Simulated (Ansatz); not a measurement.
**C2H3Si− (SMILES [CH-]=C=[SiH2]): functionals against CCSD(T) at one geometry**

One table from this session's results is given with a row withheld; the runs are named, their logs left out.

Program: Ansatz 0.2.0, Gaussian basis. Level of theory: single points in def2-TZVPPD. These are calculated values, not measurements.

Correlated methods freeze the cores. B3LYP uses VWN-RPA correlation.

## Where the work starts

SMILES `[CH-]=C=[SiH2]`, 6 atoms, charge -1, spin multiplicity 1.

Atoms are counted from 1 here; the program's logs count them from 0.

Bond lengths: C1–C2 1.291 Å, C1–H4 1.034 Å, C2–Si3 1.733 Å, Si3–H5 1.588 Å, Si3–H6 1.688 Å. Angles: C2–C1–H4 162.4°, C1–C2–Si3 164.1°, C2–Si3–H5 114.1°, C2–Si3–H6 98.1°, H5–Si3–H6 104.6°.

Coordinates:

```xyz
6

C    -0.61650   -1.59850   -0.23050
C    -0.21290   -0.38930   -0.02600
Si   -0.05650    1.33640   -0.01570
H    -0.77550   -2.61510   -0.12910
H     1.13750    1.88510   -0.90740
H     0.48030    1.51750    1.57480
```

Set-up of the first run:

run/in.yaml

```yaml
crystal:
  periodic: [false, false, false]
  atoms:
    - {symbol: C, position_ang: [-0.616500, -1.598500, -0.230500]}
    - {symbol: C, position_ang: [-0.212900, -0.389300, -0.026000]}
    - {symbol: Si, position_ang: [-0.056500, 1.336400, -0.015700]}
    - {symbol: H, position_ang: [-0.775500, -2.615100, -0.129100]}
    - {symbol: H, position_ang: [1.137500, 1.885100, -0.907400]}
    - {symbol: H, position_ang: [0.480300, 1.517500, 1.574800]}
basis:
  gaussian: {orbitals: "def2-TZVPPD.json"}
total_charge: -1
correlation: {method: ccsd_t}
output: {forces: true}
```

The basis file named in the input lies beside it (Basis Set Exchange, JSON).

No record of the launch command was kept for these runs.

Among the steps run: CCSD(T)/def2-TZVPPD; PBE0-D4/def2-TZVPPD; wB97M-V/def2-TZVPPD; r2SCAN-D4/def2-TZVPPD; PBE-D4/def2-TZVPPD; B3LYP-D4/def2-TZVPPD; CAM-B3LYP-D4/def2-TZVPPD.

One table of the session follows, with a row left open; its other results are not shown here.

```
      method  RMS force component (eV/Å)  angle to CCSD(T) forces (°)
     CCSD(T)                       2.403                    reference
     PBE0-D4                           ?                            ?
     wB97M-V                       2.794                          5.7
   r2SCAN-D4                       2.358                          5.4
      PBE-D4                       2.184                          4.6
    B3LYP-D4                       2.511                          5.5
CAM-B3LYP-D4                       2.796                          7.2
```

Q: Estimate the row for PBE0-D4 from the others.

The run gave: RMS force component (eV/Å): 2.555; angle to CCSD(T) forces (°): 6.2. In the column «RMS force component (eV/Å)» it lies between B3LYP-D4 (2.511) and wB97M-V (2.794).

Limits of these values: The anion's highest level is positive in at least one run, so there the basis alone may hold the extra electron.
